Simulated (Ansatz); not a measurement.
The input, for Ansatz 0.2.0:

```yaml
crystal:
  periodic: [false, false, false]
  atoms:
    - {symbol: B, position_ang: [0.000000, 0.000000, 0.000000]}
    - {symbol: S, position_ang: [0.000000, 0.000000, 2.775000]}
basis:
  gaussian: {orbitals: 6-31G}
total_charge: 1
magnetization: {spin_polarized: false, initial_magnetization: 2}
hamiltonian: {xc: {name: PBE}}
correlation: {method: ccsdt_q, electrons: outside_noble_gas}
```

```sh
$ ansatz run in.yaml --threads 1 --pin off --events-out ev --progress --plain --max-ram 2393MiB
```

(1) Roughly how long does this take on 1 thread of Intel Xeon Platinum 8259CL, shared host, and how much host memory?

```
441 factors; integrals over basis functions are off by at most 6.1e-8 eV
mean field evaluation 1: about -11478.5126 eV, gradient 3.4e1 eV
mean field evaluation 2: about -11478.5111 eV, gradient 3.4e1 eV
mean field evaluation 4: about -11431.7922 eV, gradient 9.6e1 eV
mean field evaluation 8: about -11489.4399 eV, gradient 2.4e-1 eV
mean field evaluation 16: about -11490.1358 eV, gradient 3.5e-4 eV
mean field evaluation 32: about -11488.9448 eV, gradient 6.8e0 eV
mean field evaluation 64: about -11445.2993 eV, gradient 4.5e1 eV
mean field -11490.13575924 eV, -422.2547008582 hartree, gradient 1.9e-6 eV, S^2 2.000000; 5 other end points of the search recorded, 0 dependent functions left out
mean field evaluation 96: about -11475.2702 eV, gradient 3.5e-1 eV
mean field evaluation 128: about -11475.9132 eV, gradient 1.6e-1 eV
mean field evaluation 160: about -11475.2546 eV, gradient 7.4e-1 eV
...
cycle  13  -2.86869811 eV  change    7.3e-5 eV  update   5.7e-5
cycle  14  -2.86874128 eV  change   -4.3e-5 eV  update   2.6e-5
cycle  15  -2.86875586 eV  change   -1.5e-5 eV  update   1.6e-5
cycle  16  -2.86876562 eV  change   -9.8e-6 eV  update   9.1e-6
cycle  17  -2.86875962 eV  change    6.0e-6 eV  update   5.6e-6
cycle  18  -2.86875482 eV  change    4.8e-6 eV  update   3.5e-6
cycle  19  -2.86875275 eV  change    2.1e-6 eV  update   2.2e-6
cycle  20  -2.86875263 eV  change    1.2e-7 eV  update   1.3e-6
cycle  21  -2.86875405 eV  change   -1.4e-6 eV  update   8.6e-7
cycle  22  -2.86875442 eV  change   -3.7e-7 eV  update   6.0e-7
perturbative correction -0.00129261 eV, -0.0000475024 hartree
Total energy: -11478.20388967 eV, -421.8162127393 hartree
```

## Answers

(1) 6.5 s wall and 0.15 GiB.
